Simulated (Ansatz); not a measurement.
# CH₄ClSi+ (SMILES [SiH2+]CCl): one structure at several levels

One table from this session's results is given with a row withheld; the runs are named, their logs left out.

Program: Ansatz 0.2.0, Gaussian basis. Level of theory: single points in def2-TZVPP. These are calculated values, not measurements.

Correlated methods freeze the cores.

### Starting geometry

SMILES `[SiH2+]CCl`, 7 atoms, charge 1, spin multiplicity 1.

Atoms are counted from 1 here; the program's logs count them from 0.

Bond lengths: Si1–C2 1.876 Å, Si1–H4 1.490 Å, Si1–H5 1.455 Å, C2–Cl3 1.831 Å, C2–H6 1.075 Å, C2–H7 1.095 Å. Angles: C2–Si1–H4 117.5°, C2–Si1–H5 120.1°, H4–Si1–H5 122.3°, Si1–C2–Cl3 103.0°, Si1–C2–H6 113.4°, Si1–C2–H7 114.9°, Cl3–C2–H6 105.0°, Cl3–C2–H7 109.5°, H6–C2–H7 110.2°.

Coordinates:

| atom | x (Å) | y (Å) | z (Å) |
| --- | --- | --- | --- |
| Si1 | -0.7875 | 0.3083 | -0.6600 |
| C2 | 0.6484 | -0.0197 | 0.5019 |
| Cl3 | 0.6015 | -1.8380 | 0.7141 |
| H4 | -1.5421 | -0.8699 | -1.1721 |
| H5 | -1.0875 | 1.6678 | -1.0824 |
| H6 | 0.4991 | 0.3797 | 1.4884 |
| H7 | 1.6294 | 0.2778 | 0.1176 |

Set-up of the first run:

The input, run/in.yaml:

```yaml
crystal:
  periodic: [false, false, false]
  atoms:
    - {symbol: Si, position_ang: [-0.787500, 0.308300, -0.660000]}
    - {symbol: C, position_ang: [0.648400, -0.019700, 0.501900]}
    - {symbol: Cl, position_ang: [0.601500, -1.838000, 0.714100]}
    - {symbol: H, position_ang: [-1.542100, -0.869900, -1.172100]}
    - {symbol: H, position_ang: [-1.087500, 1.667800, -1.082400]}
    - {symbol: H, position_ang: [0.499100, 0.379700, 1.488400]}
    - {symbol: H, position_ang: [1.629400, 0.277800, 0.117600]}
basis:
  gaussian: {orbitals: def2-TZVPP}
total_charge: 1
correlation: {method: ccsd_t}
output: {forces: true}
```

No record of the launch command was kept for these runs.

Among the steps run: CCSD(T)/def2-TZVPP; PBE0-D4/def2-TZVPP; wB97M-V/def2-TZVPP; r2SCAN-D4/def2-TZVPP; PBE-D4/def2-TZVPP; B97M-V/def2-TZVPP; HSE06-D4/def2-TZVPP.

One of the session's tables, all rows but one given; the rest of the session is left out.

```
   method  RMS force component (eV/Å)  angle to CCSD(T) forces (°)
  CCSD(T)                       0.458                    reference
  PBE0-D4                       0.565                          9.3
  wB97M-V                       0.509                          6.7
r2SCAN-D4                           ?                            ?
   PBE-D4                       0.553                         17.2
   B97M-V                       0.514                          9.8
 HSE06-D4                       0.563                          9.3
```

Q: Estimate the row for r2SCAN-D4 from the others.

**Answer.** RMS force component (eV/Å): 0.518; angle to CCSD(T) forces (°): 9.7. In the column «RMS force component (eV/Å)» it lies between B97M-V (0.514) and PBE-D4 (0.553).
